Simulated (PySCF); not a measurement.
Compound: acetyl fluoride, C2H3FO.
SMILES: `CC(=O)F`

Level of theory: PBE0-D3(BJ)/def2-SVP geometry optimisation, gas phase (PySCF).

Masses are those of the commonest isotopes; rigid-rotor values at the optimised geometry. 

Give the principal moments of inertia and the rotational constants in GHz.

Ia = 45.43, Ib = 51.78, Ic = 94.06 u·Å²; 505379 MHz·u·Å²/I gives 11125, 9759 and 5373 MHz, that is A = 11.125, B = 9.7595, C = 5.3732 GHz.

What kind of rotor is it?

An asymmetric top. Ray's parameter κ = (2B − A − C)/(A − C) = 0.525; −1 is the prolate and +1 the oblate limit.

Is it planar, by Δ = Ic − Ia − Ib?

Not planar: Δ = Ic − Ia − Ib = -3.16 u·Å². For a rigid frame Δ = −2 Σ m c², so Σ m c² = 1.58 u·Å² lies off the ab plane, practically all of it from hydrogen. The atom farthest from that plane is 0.96 Å away.

Give the other two planar moments, Paa and Pbb, and the rms extents of the mass along the axes.

Paa = Σ m a² = (Ib + Ic − Ia)/2 = 50.21 and Pbb = Σ m b² = (Ia + Ic − Ib)/2 = 43.85 u·Å². With the mass M = 62.02 u, the rms extents √(P/M) along a, b and c are 0.90, 0.84, 0.16 Å.

Give the coordinates in the principal-axis frame, origin at the centre of mass.

The sense of each axis is arbitrary; atoms in the order of the calculation.
```
atom  mass (u)   a (Å)   b (Å)   c (Å)
  C1    12.000  -1.456  -0.036  -0.001
  C2    12.000   0.024   0.152  -0.005
  O3    15.995   0.640   1.161   0.001
  F4    18.998   0.656  -1.035   0.001
  H5     1.008  -1.750  -0.739  -0.793
  H6     1.008  -1.956   0.929  -0.133
  H7     1.008  -1.757  -0.483   0.959
```

Where do the levels up to J = 5 lie, in MHz?

Above 0(0,0):
J = 1: 1(0,1) 15133, 1(1,1) 16498, 1(1,0) 20884
J = 2: 2(0,2) 42105, 2(1,2) 42377, 2(1,1) 55536, 2(2,1) 59631, 2(2,0) 62924
J = 3: 3(0,3) 79494, 3(1,3) 79529, 3(1,2) 103733, 3(2,2) 105029, 3(2,1) 116331, 3(3,1) 124486, 3(3,0) 126600
J = 4: 4(0,4) 127522, 4(1,4) 127525, 4(1,3) 162372, 4(2,3) 162609, 4(2,2) 185239, 4(3,2) 188778, 4(3,1) 197795, 4(4,1) 211208, 4(4,0) 212384
J = 5: 5(0,5) 186280, 5(1,5) 186280, 5(1,4) 231310, 5(2,4) 231343, 5(2,3) 265495, 5(3,3) 266399, 5(3,2) 286577, 5(4,2) 293801, 5(4,1) 300359, 5(5,1) 319931, 5(5,0) 320517
Those of J = 1 are B + C, A + C and A + B.

Which types of transition are allowed, and where do some lines up to J = 5 fall?

The dipole components are |μa| = 2.67 D, |μb| = 0.95 D, |μc| = 0.03 D. The squared components, which scale the intensities, stand as 1.00 : 0.13 : 0.00 (a : b : c). Some lines, for components of 0.1 D or more:

| type | branch | J(Ka,Kc) | MHz | lower level (cm⁻¹) |
| --- | --- | --- | --- | --- |
| a | Q | 3(3,0) ← 3(3,1) | 2113 | 4.152 |
| a | Q | 3(2,1) ← 3(2,2) | 11302 | 3.503 |
| a | Q | 2(1,1) ← 2(1,2) | 13159 | 1.414 |
| b | Q | 2(1,1) ← 2(0,2) | 13431 | 1.404 |
| b | Q | 5(5,0) ← 5(4,1) | 20158 | 10.019 |
| a | Q | 5(3,2) ← 5(3,3) | 20178 | 8.886 |
| b | Q | 5(3,2) ← 5(2,3) | 21082 | 8.856 |
| a | R | 2(1,2) ← 1(1,1) | 25879 | 0.550 |
| b | Q | 4(1,3) ← 4(0,4) | 34850 | 4.254 |
| b | Q | 5(3,3) ← 5(2,4) | 35056 | 7.717 |
| a | R | 3(1,3) ← 2(1,2) | 37152 | 1.414 |
| b | R | 2(2,1) ← 1(1,0) | 38747 | 0.697 |
| a | R | 3(1,2) ← 2(1,1) | 48197 | 1.852 |
| a | R | 3(2,1) ← 2(2,0) | 53407 | 2.099 |
| b | R | 4(2,2) ← 3(3,1) | 60752 | 4.152 |
| b | R | 3(3,1) ← 2(2,0) | 61562 | 2.099 |
| b | R | 5(1,4) ← 4(2,3) | 68701 | 5.424 |
| b | R | 5(2,4) ← 4(1,3) | 68971 | 5.416 |
| a | R | 4(3,1) ← 3(3,0) | 71195 | 4.223 |
| b | R | 3(2,1) ← 2(1,2) | 73954 | 1.414 |
| a | R | 5(4,1) ← 4(4,0) | 87975 | 7.084 |
| b | R | 5(5,0) ← 4(4,1) | 109309 | 7.045 |

Whether it is a minimum is left open (no frequencies). Constants of a rigid frame at the computed geometry: no zero-point averaging, no centrifugal distortion. A rigid rotor knows nothing of internal rotation, which can split or shift real lines.
